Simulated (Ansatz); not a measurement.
A displaced shape of singlet HF:

```xyz
2

H     0.0467   -0.0065   -0.8116
F     0.0024    0.0061    0.0424
```

It was optimised with PBE0/def2-SVP in Ansatz (development build ahead of 0.2.0) to forces under 0.001 eV/Å, with restricted orbitals. Each step stands on the lowest determinant of that kind that the program's search found.

Problem. What shape does it relax to, and how does the optimisation go?

Solution.

```xyz
2

H     0.0484   -0.0070   -0.8440
F     0.0007    0.0065    0.0748
```

Bond lengths: H1–F2 0.920 Å.

```csv
step,E − E(start) (eV),largest force (eV/Å)
1,0.0000,5.0456
2,-0.1491,0.5071
3,-0.1511,0.0773
4,-0.1511,0.0015
5,-0.1511,0.0000
```

The optimisation ended after 5 steps with its threshold met.
